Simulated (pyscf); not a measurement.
Thermochemistry of product channels of H₃C–In(CH₃)–OH + H• on the doublet surface, in kJ/mol, from ωB97M-D3(BJ)/def2-TZVP energies (ideal gas, 1 atm, RRHO with modes under 100 cm⁻¹ raised to 100, one conformer, R ln 2 for chiral ones without a mode under 150 cm⁻¹). Single points on ωB97X-D3(BJ)/def2-SVP structures (PySCF, gas phase).

```
products                   ΔE  ΔH(298 K)  ΔG(298 K)  ΔG(1200 K)
---------------------  ------  ---------  ---------  ----------
[H₃C–CH₂–In–OH]• + H₂  -118.2     -112.4     -112.8      -106.6
CH₄ + [H₃C–In–OH]•     -199.4     -180.9     -189.2      -196.3
```

These are energies of the channels, which say nothing of barriers. Elements past Kr carry the def2 core potentials, without spin-orbit coupling.
